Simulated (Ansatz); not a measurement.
## BSiH4 (SMILES B[SiH2]): methods side by side

BSiH4 has 6 atoms, charge 0, and is taken as a doublet. As SMILES, `B[SiH2]`. Geometry: relaxed at GFN2-xTB.

```tsv
atom	x (Å)	y (Å)	z (Å)
B	-0.0037	-1.0372	0.1147
Si	0.0044	0.8296	-0.0920
H	-0.7310	-1.5643	0.8763
H	0.7175	-1.7251	-0.5125
H	0.8281	1.6590	-0.9881
H	-0.8153	1.8380	0.6016
```

Each level gives the energy change with the B1–H3 bond stretched from 1.178 to 2.944 Å (eV). The values are calculated.

```csv
level,kind,program,value (eV),less FCI/STO-3G,CPU time (all runs)
UHF/STO-3G,Hartree–Fock,Ansatz,5.07,-0.33,0.8 s
UPBE/STO-3G,GGA,Ansatz,5.94,+0.54,11 s
U-r2SCAN0/STO-3G,hybrid meta-GGA,Ansatz,5.83,+0.43,24 s
UBHLYP/STO-3G,global hybrid,Ansatz,6.02,+0.62,12 s
UCAM-B3LYP/STO-3G,range-separated hybrid,Ansatz,6.12,+0.72,17 s
UMP2/STO-3G,perturbation theory,Ansatz,5.39,-0.01,0.97 s
UBCCD(T)/STO-3G,coupled cluster or CI,Ansatz,5.44,+0.04,1.9 s
UCCSD(T)/STO-3G,coupled cluster or CI,Ansatz,5.44,+0.04,1.4 s
FCI/STO-3G,exact in the basis,Ansatz,5.40,0.00,26 s
```

FCI/STO-3G is exact within its basis and frozen core, so for wave-function methods in that basis the difference is their error; functionals converge differently with the basis, so for them it is only a difference. The first shape isn't each level's own minimum. The values span 5.07 to 6.12 eV. Spin contamination of the reference (⟨S²⟩ at least 0.1 too high) touches UHF/STO-3G, UPBE/STO-3G, U-r2SCAN0/STO-3G, UBHLYP/STO-3G, UCAM-B3LYP/STO-3G, UMP2/STO-3G, UBCCD(T)/STO-3G, UCCSD(T)/STO-3G. All rows use very small basis sets, so even the best lies far from the true value. CPU times are rough (shared hosts, several kinds of processor): they show what a rung costs within a factor of a few.
